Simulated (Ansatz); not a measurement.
Ansatz (an electronic-structure program) input (RI-MP2/cc-pVTZ):
A basis named .json is the Basis Set Exchange file of that set.

Ansatz 0.2 input:
```yaml
crystal:
  periodic: [false, false, false]
  atoms:
    - {symbol: C, position_ang: [-0.07333892, 0.62108440, 0.12511202]}
    - {symbol: O, position_ang: [0.04964478, -0.69228382, -0.18453082]}
    - {symbol: H, position_ang: [-1.17755159, 0.85327864, 0.11267856]}
    - {symbol: H, position_ang: [0.62329492, -1.20666677, 0.43207005]}
    - {symbol: H, position_ang: [0.46134704, 0.96838311, 1.00345248]}
    - {symbol: H, position_ang: [0.13578494, 1.19676917, -0.82262667]}
basis:
  gaussian:
    orbitals: cc-pVTZ
    fitting: {mean_field: def2-universal-jkfit, correlation: cc-pVTZ-RIFIT.json}
total_charge: 1
magnetization: {spin_polarized: true, initial_magnetization: 1}
correlation: {method: mp2, electrons: outside_noble_gas}
```

Output:

```
Functional definition: HF
integrals: 0.03 GiB planned
224 factors; integrals over basis functions are off by at most 9.6e-1 eV
282 factors; integrals over basis functions are off by at most 6.7e-1 eV
mean field: 0.16 GiB planned
mean field evaluation 1: about -3116.9520 eV, gradient 3.4e1 eV
mean field evaluation 2: about -3119.6030 eV, gradient 2.5e1 eV
mean field evaluation 4: about -3121.6193 eV, gradient 2.8e0 eV
mean field evaluation 8: about -3121.9634 eV, gradient 1.8e-1 eV
mean field -3121.96392647 eV, -114.7300581547 hartree, gradient 2.7e-6 eV, S^2 0.767496; 0 other end points of the search recorded, 0 dependent functions left out
2 core orbitals not correlated
reference -3121.96392647 eV, -114.7300581547 hartree; 7, 6 occupied and 107, 108 virtual orbitals, 282 factors
second order -10.29603412 eV of doubles, -0.00000000 eV of singles
Total energy: -3132.25996059 eV, -115.1084304296 hartree
```
